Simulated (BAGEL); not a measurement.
# S2F2 (Difluorodisulfane) at PBE0/6-311+G(d,p) (density fitting with cc-pvqz-jkfit)

Aim: the energy change on altering one bond length of S2F2 (Difluorodisulfane) at PBE0/6-311+G** (density fitting with cc-pvqz-jkfit), from 2 runs. 

The calculation is run with BAGEL 1.2.2.

4 further runs of the same task are left out: 1 that didn't finish, 3 set aside as unsound or not needed. Runs told in other sessions of the task aren't counted.

**1. The system as given**

S2F2: 4 atoms, total charge 0, spin state singlet. As SMILES, `FSSF`. The shape is that of a PBE0-D4/def2-TZVP optimisation.

Bond lengths: F1–S2 1.631 Å, S2–S3 1.890 Å, S3–F4 1.631 Å. Angles: F1–S2–S3 108.6°, S2–S3–F4 108.6°.

**2. A single-point energy at PBE0/6-311+G(d,p) (density fitting with cc-pvqz-jkfit)**

Input file calc.json:

```json
{ "bagel" : [

{
  "title" : "molecule",
  "basis" : "6-311+gss.json",
  "df_basis" : "cc-pvqz-jkfit",
  "angstrom" : true,
  "geometry" : [
    { "atom" : "F", "xyz" : [      -1.783750,      -0.199930,      -0.621590 ] },
    { "atom" : "S", "xyz" : [      -0.467670,       0.764150,      -0.632370 ] },
    { "atom" : "S", "xyz" : [       1.044990,      -0.276390,      -0.184720 ] },
    { "atom" : "F", "xyz" : [       1.206410,      -0.287820,       1.438680 ] }
  ]
},

{
  "title" : "ks",
  "xc_func" : "pbe0"
},

{
  "title" : "print",
  "file" : "orbitals.molden",
  "orbitals" : true
}

]}
```

The basis set 6-311+G** is read from a file made from the Basis Set Exchange's data (not shown).

The run is started by

```console
$ BAGEL_NUM_THREADS=1 BAGEL calc.json > calc.out
```

Output:

```text
* using 1 threads per process

  ===============================================================
  ===============================================================

  *** Geometry ***

  { "atom" : "F", "xyz" : [     -3.370799,     -0.377813,     -1.174635 ] },
  { "atom" : "S", "xyz" : [     -0.883768,      1.444034,     -1.195006 ] },
  { "atom" : "S", "xyz" : [      1.974745,     -0.522301,     -0.349070 ] },
  { "atom" : "F", "xyz" : [      2.279784,     -0.543901,      2.718711 ] },

  Number of auxiliary basis functions:      508

  Since a DF basis is specified, we compute 2- and 3-index integrals:
    o Being stored without compression. Storage requirement is 0.044 GB

  Number of basis functions:      104
  Number of electrons      :       50

    * METHOD: MOLECULE                             0.22

  *** Kohn-Sham DFT ***

    * Removing 5929 points whose weight is below 1.00e-10
    * Grid points: 53695

  === Nuclear Repulsion ===
   230.1283191138

       - DIIS with orbital gradients will be used.

  === KS iteration (pbe0 / 6-311+gss.json) ===
      0       -860.97980774          0.47653384           0.27
      1       -771.01135203          0.43409669           0.25
      2       -889.98979805          0.30317046           0.25
      3       -973.31690174          0.17445500           0.25
      4       -975.41517007          0.13676197           0.25
      5       -979.98505954          0.14211292           0.25
      6       -994.55225196          0.04657625           0.25
      7       -994.49576162          0.04147364           0.24
      8       -995.58281887          0.01003919           0.24
      9       -995.59086668          0.00953463           0.26
     10       -995.62761933          0.00114496           0.25
     11       -995.62809816          0.00038428           0.24
     12       -995.62818562          0.00008586           0.26
     13       -995.62818038          0.00012731           0.25
     14       -995.62819025          0.00000691           0.25
     15       -995.62819028          0.00000210           0.25
     16       -995.62819028          0.00000120           0.25
     17       -995.62819028          0.00000063           0.25
     18       -995.62819028          0.00000012           0.25
     19       -995.62819028          0.00000005           0.25
     20       -995.62819028          0.00000005           0.25
     21       -995.62819028          0.00000002           0.26
     22       -995.62819028          0.00000000           0.26
    * SCF iteration converged.

    * Permanent dipole moment:
           (   -0.358749,    -0.303081,     0.507718) a.u.

    * METHOD: KS                                   5.96

    * METHOD: PRINT                                0.02

  ===============================================================
```

Wall time 6.6 s (1 thread of Arm Neoverse V2, shared host); peak memory 0.3 GiB.

**3. The distorted shape, same level**

Input file dft.json:

```json
{ "bagel": [

{
  "title": "molecule",
  "basis": "6-311+gss.json",
  "df_basis": "cc-pvqz-jkfit",
  "angstrom": true,
  "geometry": [
    { "atom": "F", "xyz": [   -1.912886,   -0.190786,   -1.920308 ] },
    { "atom": "S", "xyz": [   -0.596806,    0.773294,   -1.931088 ] },
    { "atom": "S", "xyz": [    0.915854,   -0.267246,   -1.483438 ] },
    { "atom": "F", "xyz": [    1.206410,   -0.287820,    1.438680 ] }
  ]
},
{ "title": "ks", "xc_func": "pbe0" },
{ "title": "print", "file": "orbitals.molden", "orbitals": true }

]}
```

The basis set 6-311+G** is read from a file made from the Basis Set Exchange's data (not shown).

The run is started by

```console
$ BAGEL_NUM_THREADS=1 BAGEL dft.json > dft.out
```

Output:

```text
* using 1 threads per process

  ===============================================================
  ===============================================================

  *** Geometry ***

  { "atom" : "F", "xyz" : [     -3.614831,     -0.360533,     -3.628856 ] },
  { "atom" : "S", "xyz" : [     -1.127800,      1.461314,     -3.649227 ] },
  { "atom" : "S", "xyz" : [      1.730713,     -0.505022,     -2.803292 ] },
  { "atom" : "F", "xyz" : [      2.279784,     -0.543901,      2.718711 ] },

  Number of auxiliary basis functions:      508

  Since a DF basis is specified, we compute 2- and 3-index integrals:
    o Being stored without compression. Storage requirement is 0.044 GB

  Number of basis functions:      104
  Number of electrons      :       50

    * METHOD: MOLECULE                             0.21

  *** Kohn-Sham DFT ***

    * Removing 5074 points whose weight is below 1.00e-10
    * Grid points: 54550

  === Nuclear Repulsion ===
   199.5153333931

       - DIIS with orbital gradients will be used.

  === KS iteration (pbe0 / 6-311+gss.json) ===
      0       -828.67899802          0.45640008           0.27
      1       -494.48050818          0.37583857           0.26
      2       -809.19206947          0.34085850           0.25
      3       -941.00183226          0.16269258           0.26
      4       -979.69408992          0.12607989           0.26
      5       -989.84724295          0.08987303           0.26
      6       -992.16183048          0.06534886           0.26
      7       -995.15707624          0.02551741           0.26
      8       -995.29708601          0.01903412           0.26
      9       -994.79500954          0.03125547           0.26
     10       -995.36702610          0.01549475           0.26
     11       -995.49365421          0.00693458           0.26
     12       -995.50902073          0.00531856           0.26
     13       -995.50407518          0.00603769           0.27
     14       -995.51094603          0.00488126           0.25
     15       -995.52076754          0.00205833           0.25
     16       -995.52280789          0.00037875           0.26
     17       -995.52288971          0.00019448           0.25
     18       -995.52291027          0.00003832           0.25
     19       -995.52291125          0.00001009           0.25
     20       -995.52291135          0.00000899           0.26
     21       -995.52291140          0.00000519           0.26
     22       -995.52291144          0.00000246           0.26
     23       -995.52291147          0.00000276           0.26
     24       -995.52291146          0.00000196           0.26
     25       -995.52291147          0.00000108           0.27
     26       -995.52291147          0.00000051           0.27
     27       -995.52291147          0.00000047           0.26
     28       -995.52291147          0.00000008           0.26
     29       -995.52291147          0.00000008           0.27
     30       -995.52291147          0.00000006           0.27
     31       -995.52291147          0.00000003           0.26
     32       -995.52291147          0.00000001           0.26
     33       -995.52291147          0.00000001           0.26
     34       -995.52291147          0.00000000           0.26
    * SCF iteration converged.

    * Permanent dipole moment:
           (    0.535679,    -0.699564,     2.660913) a.u.

    * METHOD: KS                                   9.30

    * METHOD: PRINT                                0.02

  ===============================================================
```

Run time: 9.9 s. Hardware: 1 thread of Arm Neoverse V2, shared host; peak memory 0.31 GiB.

**4. Summary of results**

At PBE0/6-311+G** (density fitting with cc-pvqz-jkfit):

```
                                                         quantity          value
                                        first shape: total energy  -995.62819 Eh
                                       first shape: dipole moment         1.76 D
                                         first shape: HOMO energy       -8.71 eV
                                         first shape: LUMO energy       -1.92 eV
                                       first shape: HOMO–LUMO gap        6.79 eV
                                    distorted shape: total energy  -995.52291 Eh
                                   distorted shape: dipole moment         7.12 D
                                     distorted shape: HOMO energy       -8.49 eV
                                     distorted shape: LUMO energy       -6.26 eV
                                   distorted shape: HOMO–LUMO gap        2.23 eV
energy change with the S3–F4 bond stretched from 1.631 to 2.937 Å       2.865 eV
```

One bond (distorted shape) is far stretched, which a spin-restricted single reference describes badly; a broken-symmetry solution may lie lower. With the S3–F4 bond stretched from 1.631 to 2.937 Å the energy rises by 2.86 eV (276 kJ/mol). The first shape isn't relaxed at this level, so the change isn't measured from a minimum. A restricted reference can't describe the breaking bond well at this length.
